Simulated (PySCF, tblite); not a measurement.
# C4H3ClF radical: geometry, infrared bands and EPR parameters

Aim: predict the infrared bands and EPR parameters of C4H3ClF radical (`C=C1[C](Cl)[C@@H]1F`).

Programs: tblite 0.8.0 and PySCF 2.14.0, with density-fitted response routines of our own. Each step states its level of theory. These are calculated values for one molecule in the gas phase, unless marked as measured. Atoms count from 0, in the outputs and in this text.

## 1. Starting geometry

9 atoms, charge 0, multiplicity 2; geometry from: force field or distance geometry start.

Bonds of the start (Å): C0–C1 1.33, C1–C2 1.38, C2–Cl3 1.73, C2–C4 1.48, C4–F5 1.38, C4–C1 1.39, C0–H6 1.08, C0–H7 1.09, C4–H8 1.08.

## 2. Geometry optimisation with GFN2-xTB

The job: settings as JSON, then the geometry in Å.

```
{"job": {"kind": "relax", "xc": "GFN2-xTB", "basis": "xTB"}, "charge": 0, "multiplicity": 2}
C      1.550800    -0.011700     0.175800
C      0.222700     0.024300     0.153100
C     -0.908600     0.729400     0.509400
Cl    -1.334000     2.149200    -0.383300
C     -0.983400    -0.575800    -0.179600
F     -1.434300    -1.658600     0.542600
H      2.086800    -0.841600    -0.253200
H      2.120700     0.804700     0.622600
H     -1.307200    -0.613900    -1.212500
```

On the command line:

```
OMP_NUM_THREADS=1 python probes_run.py task.json out
```

One launch serves the whole session: the jobs run in the order shown.

**Question.** This job is followed by: GFN2-xTB harmonic vibrations, gas phase; UKS B3LYP, pcH-1 on C Cl F H, non-relativistic, mean-field spin-orbit, GIAO. Predict these results of the whole session: strongest single infrared mode (GFN2-xTB); zero-point energy (GFN2-xTB); g(iso) (B3LYP); ⟨S²⟩; largest a(iso); surface potential, 1st and 99th percentile.

As calculated:

| quantity | value |
| --- | --- |
| strongest single infrared mode (GFN2-xTB) | 926 cm⁻¹, 87 km/mol |
| zero-point energy (GFN2-xTB) | 33.6 kcal/mol |
| g(iso) (B3LYP) | 2.00462 |
| ⟨S²⟩ | 0.772 (exact 0.75) |
| largest a(iso) | 19F on F5, 87.9 MHz |
| surface potential, 1st and 99th percentile | -1.05 V and 1.10 V |

In words: The optimisation took 45 steps and gained 0.669 eV; among the close pairs (by a distance rule), C1–C4 changed most, from 1.388 to 1.501 Å. All 21 modes are real, so the xTB geometry is a minimum. The strongest single mode, at 926 cm⁻¹, is spread over several atoms, C4, F5, C2 among them. GFN2-xTB is a fitted tight-binding method: band positions and strengths are rough. Its intensities can rank the bands wrongly. The largest spin populations lie on C0 (0.67 e), C2 (0.52 e). The isotropic g lies 2.3 ppt above the free-electron value.
